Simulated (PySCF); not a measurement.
CH, SMILES [CH] (connectivity only; charge and spin as stated), charge +1, multiplicity 1. Coordinates come from a PBE-D3(BJ)/def2-TZVPD optimisation.

All values below come from PBE-D3(BJ)/def2-TZVPD (PySCF).

Harmonic wavenumbers (cm⁻¹): 2679. Rotational constants (GHz): 407.7 (linear); symmetry number 1.

Problem. Work out the zero-point energy and the ideal-gas rigid-rotor harmonic-oscillator thermochemistry at 298.15 K and 1 atm.

Solution. ZPE = ½ Σ hcν = ½ × 2679 cm⁻¹ = 16.03 kJ/mol. H − E(el) = 24.70 kJ/mol. Entropy in J/(mol K): translation 140.75, rotation 30.96, vibration 0.00, total 171.71. G − E(el) = -26.49 kJ/mol. Cp = 29.10 J/(mol K).
